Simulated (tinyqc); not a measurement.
Worked calculation: extended Hueckel theory, for PH2. One step of it, computed by the program tinyqc.

Question. Orbitals. Solve H C = S C e through S^(-1/2); fill by pairs from the bottom, a degenerate level sharing its electrons equally; each orbital has its largest coefficient positive (the first on a tie).

H (eV):
```
             1P 3s      1P 3px      1P 3py      1P 3pz       2H 1s       3H 1s
1P 3s   -18.600000    0.000000    0.000000    0.000000  -13.535641  -13.535641
1P 3px    0.000000  -14.000000    0.000000    0.000000    0.000000    0.000000
1P 3py    0.000000    0.000000  -14.000000    0.000000  -12.207507   12.207507
1P 3pz    0.000000    0.000000    0.000000  -14.000000   -9.284425   -9.284425
2H 1s   -13.535641    0.000000  -12.207507   -9.284425  -13.600000   -2.043958
3H 1s   -13.535641    0.000000   12.207507   -9.284425   -2.043958  -13.600000
```

overlap S:
```
           1P 3s    1P 3px     1P 3py    1P 3pz     2H 1s      3H 1s
1P 3s   1.000000  0.000000   0.000000  0.000000  0.415473   0.415473
1P 3px  0.000000  1.000000   0.000000  0.000000  0.000000   0.000000
1P 3py  0.000000  0.000000   1.000000  0.000000  0.442255  -0.442255
1P 3pz  0.000000  0.000000   0.000000  1.000000  0.336357   0.336357
2H 1s   0.415473  0.000000   0.442255  0.336357  1.000000   0.075146
3H 1s   0.415473  0.000000  -0.442255  0.336357  0.075146   1.000000
```

valence electrons = 7

Give: orbital energies; occupations; coefficients; sum of one-electron energies.

Answer.

orbital energies (eV): -22.7160  -18.9348  -15.1361  -14.0000  13.4845  24.6176

occupations: 2.0000  2.0000  2.0000  1.0000  0.0000  0.0000

coefficients:
```
           MO1      MO2      MO3     MO4      MO5      MO6
1P 3s   0.6273   0.0000  -0.4765  0.0000   0.0000   1.0319
1P 3px  0.0000   0.0000   0.0000  1.0000   0.0000   0.0000
1P 3py  0.0000   0.5867   0.0000  0.0000   1.1784   0.0000
1P 3pz  0.1188   0.0000   0.8405  0.0000   0.0000   0.8536
2H 1s   0.3151   0.3776   0.1139  0.0000  -0.8912  -0.9384
3H 1s   0.3151  -0.3776   0.1139  0.0000   0.8912  -0.9384
```

sum of one-electron energies = -127.5740 eV
